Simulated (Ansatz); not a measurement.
Ansatz (a quantum-chemistry and plane-wave program) input:

Ansatz 0.2 input:
```yaml
crystal:
  periodic: [false, false, false]
  atoms:
    - {symbol: C, position_ang: [-0.00550561, 0.00502578, -0.76427108]}
    - {symbol: S, position_ang: [0.03418807, 0.01944872, 0.75593306]}
basis:
  gaussian:
    orbitals: def2-TZVP
hamiltonian:
  xc: b3lyp
  dispersion: d3bj
relax: {f_tol: 0.002, max_steps: 150}
```

**Question.** What final total energy does it print?

**Answer.** -436.25902 Eh (B3LYP-D3(BJ)/def2-TZVP). The basis has 68 functions.
